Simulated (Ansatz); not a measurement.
```yaml
crystal:
  periodic: [false, false, false]
  atoms:
    - {symbol: C, position_ang: [-0.463016, -0.112279, 1.293417]}
    - {symbol: C, position_ang: [0.357373, -0.383903, 0.124071]}
    - {symbol: F, position_ang: [1.623026, -0.694042, 0.245593]}
    - {symbol: C, position_ang: [0.083368, 0.629932, -1.047461]}
    - {symbol: F, position_ang: [-1.293256, 0.666719, -1.301782]}
    - {symbol: H, position_ang: [-1.259128, 0.294070, 1.344301]}
    - {symbol: H, position_ang: [0.168681, -0.766040, 2.282241]}
    - {symbol: H, position_ang: [-0.178158, -1.433351, -0.326805]}
    - {symbol: H, position_ang: [0.583010, 0.203407, -1.917635]}
    - {symbol: H, position_ang: [0.560329, 1.548709, -0.618326]}
basis:
  gaussian: {orbitals: def2-TZVPP}
total_charge: 4
magnetization: {spin_polarized: true, initial_magnetization: 1}
hamiltonian: {xc: {name: SPW92}}
scf: {lower_state_search: full}
output: {forces: true}
```

```sh
$ ansatz run in.yaml --threads 4 --pin off --events-out ev --progress --plain --max-ram 10444MiB
```

Output, abridged:

```
Functional definition: SPW92
1147 factors; their error is unknown
mean field evaluation 1: about -8421.0799 eV, gradient 1.2e2 eV
mean field evaluation 2: about -7815.6290 eV, gradient 3.1e2 eV
mean field evaluation 4: about -8236.5672 eV, gradient 1.7e2 eV
mean field evaluation 8: about -8472.9208 eV, gradient 3.3e1 eV
mean field evaluation 16: about -8477.4990 eV, gradient 4.4e-1 eV
mean field evaluation 32: about -8477.5634 eV, gradient 9.9e-6 eV
mean field -8477.56336829 eV, -311.5447074858 hartree, gradient 9.9e-6 eV, S^2 1.284901; 20 other end points of the search recorded, 0 dependent functions left out
reference -8477.56339332 eV, -311.5447084058 hartree; 19, 18 occupied and 206, 207 virtual orbitals, 1147 factors
Total energy: -8477.56339332 eV, -311.5447084058 hartree
Atom 0 at    -0.463016    -0.112279     1.293417 Å, force    11.825885    -7.508215     2.317121 eV/Å
Atom 1 at     0.357373    -0.383903     0.124071 Å, force     3.629461    -0.349407     1.025286 eV/Å
Atom 2 at     1.623026    -0.694042     0.245593 Å, force    -1.213385     0.031739    -0.256000 eV/Å
Atom 3 at     0.083368     0.629932    -1.047461 Å, force    -8.543752    -1.496102    -0.376377 eV/Å
Atom 4 at    -1.293256     0.666719    -1.301782 Å, force     4.358490     0.894605    -0.156206 eV/Å
Atom 5 at    -1.259128     0.294070     1.344301 Å, force   -12.430020     6.467400     1.145585 eV/Å
Atom 6 at     0.168681    -0.766040     2.282241 Å, force    -0.696433     0.518872     0.391003 eV/Å
Atom 7 at    -0.178158    -1.433351    -0.326805 Å, force    -0.480323    -1.450905    -0.560894 eV/Å
Atom 8 at     0.583010     0.203407    -1.917635 Å, force     2.063187    -0.467985    -3.917539 eV/Å
Atom 9 at     0.560329     1.548709    -0.618326 Å, force     1.486889     3.359998     0.388021 eV/Å
Dipole moment:    -0.186924    -0.175813     0.838664 e Å
```

**Question.** Something in this input is off. What?

**Answer.** The charge is far from anything that the molecule holds. The calculation finished and met its thresholds. The result belongs to that input, not to the molecule as meant.
